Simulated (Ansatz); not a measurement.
**SiOs2: from a trial structure to a relaxed crystal**

Theory: DFT PBE, scalar-relativistic, plane waves, PAW in Ansatz 0.2.0. Cutoff 420 eV, Γ-centred k mesh, Gaussian smearing, no spin polarisation in the final step.

SiOs2 was placed on the ThSi2 structure type (I4_1/amd, No. 141), with Si in place of Th, Os in place of Si, at a guessed volume.

```yaml
crystal:
  lattice:
    - [-1.82132, 1.82132, 6.33269]
    - [1.82132, -1.82132, 6.33269]
    - [1.82132, 1.82132, -6.33269]
  atoms:
    - { symbol: Si, position: [0.00000, 0.00000, 0.00000] }
    - { symbol: Si, position: [0.75000, 0.25000, 0.50000] }
    - { symbol: Os, position: [0.41650, 0.41650, 0.00000] }
    - { symbol: Os, position: [0.16650, 0.66650, 0.50000] }
    - { symbol: Os, position: [0.33350, 0.83350, 0.50000] }
    - { symbol: Os, position: [0.58350, 0.58350, 0.00000] }
```

Cell and atoms relax at zero pressure; the relaxation can't lower the symmetry of the start. After a coarse first stage the cell is made exact in the group found at 0.06 Å.

Formation energies are uncorrected and refer to the elements' standard structures at the same level.

(1) Describe the relaxed structure.

(2) What are its volume, energy, density and gap?

Results:

(1) It keeps I4_1/amd (No. 141), but not the shape of the type it started on. Conventional cell: a = 2.878 Å, c = 20.484 Å. Si has 8 Os at 2.51 Å and 4 Si at 2.88 Å; Os has 4 Si at 2.51 Å, 2 Os at 2.63 Å and 5 Os at 2.88–2.92 Å.

```xyz
6
Lattice="-1.4392 1.4392 10.2420 1.4392 -1.4392 10.2420 1.4392 1.4392 -10.2420" Properties=species:S:1:pos:R:3 pbc="T T T"
Si    0.0000    0.0000    0.0000
Si    0.0000    1.4392    5.1210
Os    0.0000    0.0000    8.7809
Os    1.4392    0.0000    3.6599
Os    1.4392    0.0000    6.5820
Os    0.0000    0.0000   11.7030
```

(2) The volume per atom is 14.14 Å³ and the density is 15.99 g/cm³. The energy over the elements is 0.12 eV/atom. The gap on the 18×18×18 mesh is 0 eV (a metal).

The final run used a 18×18×18 mesh on its 6-atom cell and 0.10 eV smearing. The k mesh leaves about 4 meV/atom of noise in metals. Spin–orbit coupling is left out. A structure relaxed within its symmetry needn't be a true minimum.

Cost: 3 runs of about 11 core-minutes in all, on Intel Xeon 6975P-C (Granite Rapids) (shared hosts).